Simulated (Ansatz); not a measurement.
CH$_{2}$OSi, singlet: a single point displaced at random from a GFN2-xTB minimum.

The input file, in.yaml:

```yaml
crystal:
  periodic: [false, false, false]
  atoms:
    - {symbol: C, position_ang: [-0.961000, 1.147800, 0.706900]}
    - {symbol: Si, position_ang: [0.056500, 0.030100, 0.019700]}
    - {symbol: O, position_ang: [1.231200, -0.897700, -0.639200]}
    - {symbol: H, position_ang: [-1.819800, 0.704500, 1.367400]}
    - {symbol: H, position_ang: [1.487800, -1.134800, -1.500900]}
basis:
  gaussian: {orbitals: def2-TZVPP}
hamiltonian: {xc: pbe0, dispersion: d4}
output: {forces: true, orbitals: {seedname: orbitals}}
```

An equivalent command:

```bash
ansatz run in.yaml --threads 4 --pin off --events-out ev --progress --plain
```

What Ansatz 0.2.0 printed:

```
Functional definition: PBE0
  name "PBE0"
  cite "Adamo & Barone, J. Chem. Phys. 110, 6158 (1999) doi:10.1063/1.478522"
  cite "Perdew, Burke & Ernzerhof, Phys. Rev. Lett. 77, 3865 (1996) doi:10.1103/PhysRevLett.77.3865"
  parent pbe
  parameter a = 0.25
  parameter kappa = 0.804
  parameter beta = 0.06672455060314922
  exchange = (1 - a)*pbe_x(kappa = kappa, mu = beta*pi^2/3) + a*exact_x
  correlation = pbe_c(beta = beta)
740 factors; their error is unknown
mean field evaluation 1: about -10971.0940 eV, gradient 7.8e1 eV
mean field evaluation 2: about -10929.6384 eV, gradient 1.2e2 eV
mean field evaluation 4: about -10984.6880 eV, gradient 1.2e1 eV
mean field evaluation 8: about -10984.9240 eV, gradient 1.9e-1 eV
mean field evaluation 16: about -10984.9464 eV, gradient 4.5e-4 eV
mean field -10984.94641705 eV, -403.6893349626 hartree, gradient 2.3e-5 eV, S^2 0.000000; 0 other end points of the search recorded, 0 dependent functions left out
the calculation of the forces begins
reference -10984.94644149 eV, -403.6893358605 hartree; 15, 15 occupied and 117, 117 virtual orbitals, 740 factors
Total energy: -10985.00989532 eV, -403.6916677460 hartree
Atom 0 at    -0.961000     1.147800     0.706900 Å, force    -1.028527    -0.489545     0.882446 eV/Å
Atom 1 at     0.056500     0.030100     0.019700 Å, force    -0.135600    -1.394986     0.012768 eV/Å
Atom 2 at     1.231200    -0.897700    -0.639200 Å, force    -0.538327     1.228087     1.958080 eV/Å
Atom 3 at    -1.819800     0.704500     1.367400 Å, force     1.559758     0.799602    -1.274233 eV/Å
Atom 4 at     1.487800    -1.134800    -1.500900 Å, force     0.142696    -0.143158    -1.579060 eV/Å
Dipole moment:     0.411901    -0.511021    -0.523407 e Å
```

The run took about 0.75 s on 4 CPU threads (shared host).
